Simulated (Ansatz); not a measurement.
**AlPH (sextet): the correlation ladder, cc-pVDZ**

The task here is to estimate one member of a computed series from the others.

Method: cc-pVDZ, core rule «outside noble gas», up to 10 orbitals frozen; program: Ansatz 0.2.0, Gaussian basis.

To be run: UHF; CCSD(T) on ROHF; CCSD(T) on UHF; BCCD(T) on ROHF; CISD; CCSDT(Q) on ROHF; CCSDT(Q) on UHF; CCSDTQ on ROHF; CCSDTQ on UHF.

16 further runs of the same task are left out: 11 for a known fault of the program, 5 set aside as unsound or not needed.

**What is computed**

The geometry is a PBE0/def2-TZVP stationary point (not a proven minimum) of the parent state, kept for this charge and spin.

3 atoms, charge 0, spin multiplicity 6.

Atoms are counted from 1 here; the program's logs count them from 0.

Bond lengths: Al1–P2 2.392 Å, P2–H3 1.430 Å. Angles: Al1–P2–H3 98.4°.

Set-up of the first run:

in.yaml

```yaml
crystal:
  periodic: [false, false, false]
  atoms:
    - {symbol: Al, position_ang: [0.000000, 0.034843, 1.300562]}
    - {symbol: P, position_ang: [0.000000, -0.073644, -1.088657]}
    - {symbol: H, position_ang: [0.000000, 1.330368, -1.360548]}
basis:
  gaussian: {orbitals: cc-pVDZ}
magnetization: {spin_polarized: true, initial_magnetization: 5}
hamiltonian: {xc: hf}
output: {orbitals: {seedname: orbitals}}
```

Started as:

```
> ansatz run in.yaml --threads 1 --pin off --events-out ev --progress --plain --max-ram 2816MiB --backend cpu
```

Among the steps run: UHF; CCSD(T) on ROHF; CCSD(T) on UHF; BCCD(T) on ROHF; CISD; CCSDT(Q) on ROHF; CCSDT(Q) on UHF; CCSDTQ on ROHF; CCSDTQ on UHF.

One of the session's tables, all rows but one given; the rest of the session is left out.

```
   method  from UCCSDTQ (kcal/mol)
     ROHF                   +85.11
      UHF                   +82.22
     RMP2                   +19.41
     UMP2                   +19.75
     CISD                    +5.95
    RCCSD                    +2.61
    UCCSD                    +2.54
 RCCSD(T)                    +0.64
 UCCSD(T)                    +0.62
  BCCD(T)                        ?
   RCCSDT                    +0.14
   UCCSDT                    +0.12
RCCSDT(Q)                    +0.03
UCCSDT(Q)                    +0.02
  RCCSDTQ                    +0.02
  UCCSDTQ                        0
```

Q: Estimate the row for BCCD(T) from the others.

As computed: from UCCSDTQ (kcal/mol): +0.63. In the column «from UCCSDTQ (kcal/mol)» it lies between UCCSD(T) (+0.62) and RCCSD(T) (+0.64).

To keep in mind: Restricted and unrestricted rows rest on different reference determinants; where their highest levels disagree by more than a few hundredths of an eV, they describe different states and don't form one ladder.
